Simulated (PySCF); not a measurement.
**Telling isomers of C$_{5}$H$_{9}$F apart by NMR**

- J: B3LYP/pcJ-1 (spin–dipole term left out of most H,H and C,H couplings)
- shielding tensors at PBE0/pcSseg-1 (GIAO)
- coordinates at the GFN2-xTB level
- code: PySCF
- no solvent model, one averaged value for each set of equivalent atoms, non-relativistic, single conformer

References, each an isolated molecule treated in the same way: 1H, 13C against TMS. Multiplet labels drop J under 1 Hz and among equivalent protons, and merge close values. Unscaled 3J(H,H) run several per cent high. One-bond C–F couplings are unscaled and too large by tens of Hz. Shifts are as computed. Against solution values, carbons near 30 ppm lie about +3 ppm off and those near 130 ppm about +5 ppm. Of 1211 compounds with measured shifts, 218 miss one by over three times the rms of a fit or turn the order of signals round; such compounds aren't used in these exercises.

(1) Tabulate the signals of `CC(C)=C(C)F`, `C/C=C(/C)CF` and their relative energies.

(2) What is the quickest way to tell CC(C)=C(C)F from C/C=C(/C)CF?

## Answers

(1) 
```tsv
SMILES	carbon types	δC	δH	E rel. (kcal/mol)
CC(C)=C(C)F	2×C 3×CH3	160.3, 114.8, 19.8, 18.0, 17.1	2.09 (d of sept, 3H), 1.77 (dq, 3H), 1.65 (dq, 3H)	0.0
C/C=C(/C)CF	1×C 1×CH 1×CH2 2×CH3	140.4, 131.3, 82.5, 23.5, 16.7	5.72 (m, 1H), 5.26 (dd, 2H), 1.96 (quint, 3H), 1.82 (ddq, 3H)	6.5
```

Energies are electronic energies at PBE0/pcSseg-1 on these geometries, without zero-point or thermal terms, each for the one conformer computed, which needn't be the lowest.

(2) Both give the same number of carbon signals, but DEPT or the intensities differ. The first has a fully substituted alkene carbon (C) at 114.8 ppm, the second an alkene CH at 131.3 ppm. Their most deshielded carbons lie at 160.3 and 140.4 ppm. In the proton spectra the most deshielded non-exchanging signals are 2.09 (d of sept, J = 15.5, 1.6 Hz, 3H) and 5.72 (m, 1H).
